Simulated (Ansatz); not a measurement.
A run for Ansatz (a program for electronic structure): R-r2SCAN/def2-TZVPP on allene (SMILES C=C=C), atoms moved off the minimum.

Ansatz 0.2 input:
```yaml
crystal:
  periodic: [false, false, false]
  atoms:
    - {symbol: C, position_ang: [1.31110621, 0.02271209, 0.01746719]}
    - {symbol: C, position_ang: [-0.02199075, 0.00945616, -0.02370474]}
    - {symbol: C, position_ang: [-1.25281412, -0.01983586, -0.02199378]}
    - {symbol: H, position_ang: [1.84384743, -0.62486379, -0.62045422]}
    - {symbol: H, position_ang: [1.86113869, 0.64650865, 0.63952451]}
    - {symbol: H, position_ang: [-1.86814419, 0.60393046, -0.65634544]}
    - {symbol: H, position_ang: [-1.87085246, -0.67104541, 0.64587167]}
basis:
  gaussian:
    orbitals: def2-TZVPP
hamiltonian:
  xc: {name: r2SCAN}
scf: {lower_state_search: off}
output: {forces: true}
```

It printed:

```
WARN ansatz: RAYON_NUM_THREADS=1 ignored (pool sized by the plan → 1); use --threads N
Functional definition: r2SCAN
these checks for a lower state are left out or cut short: stability, starts, cluster_reference, orbital_swaps, neighbouring_geometries, increment
integrals: 0.04 GiB planned
776 factors; their error is unknown
mean field: 0.44 GiB planned
mean field evaluation 1: about -3165.1516 eV, gradient 5.8e1 eV
mean field evaluation 2: about -3163.1879 eV, gradient 6.2e1 eV
mean field evaluation 4: about -3173.1624 eV, gradient 6.4e0 eV
mean field evaluation 8: about -3173.2455 eV, gradient 5.0e-1 eV
mean field evaluation 16: about -3173.2458 eV, gradient 4.9e-4 eV
mean field -3173.24583446 eV, -116.6146335133 hartree, gradient 3.0e-6 eV, S^2 0.000000; 0 other end points of the search recorded, 0 dependent functions left out
the calculation of the forces begins
reference -3173.24584425 eV, -116.6146338730 hartree; 11, 11 occupied and 138, 138 virtual orbitals, 776 factors
Total energy: -3173.24584425 eV, -116.6146338730 hartree
Atom 0 at     1.311106     0.022712     0.017467 Å, force    -3.085120    -0.558628    -0.680119 eV/Å
Atom 1 at    -0.021991     0.009456    -0.023705 Å, force     6.963283     0.176267     0.405828 eV/Å
Atom 2 at    -1.252814    -0.019836    -0.021994 Å, force    -6.002820    -0.631587     0.574050 eV/Å
Atom 3 at     1.843847    -0.624864    -0.620454 Å, force     0.619473    -0.713358    -0.697467 eV/Å
Atom 4 at     1.861139     0.646509     0.639525 Å, force     0.741137     1.129279     1.103216 eV/Å
Atom 5 at    -1.868144     0.603930    -0.656345 Å, force     0.022644     0.188477    -0.230529 eV/Å
Atom 6 at    -1.870852    -0.671045     0.645872 Å, force     0.741403     0.409551    -0.474980 eV/Å
Dipole moment:    -0.044546     0.000364     0.006032 e Å
Checks for a lower state left out: stability, starts, cluster_reference, orbital_swaps, neighbouring_geometries, increment
```

The calculation finished and met its thresholds.

Cost: roughly 1.9 core-seconds.
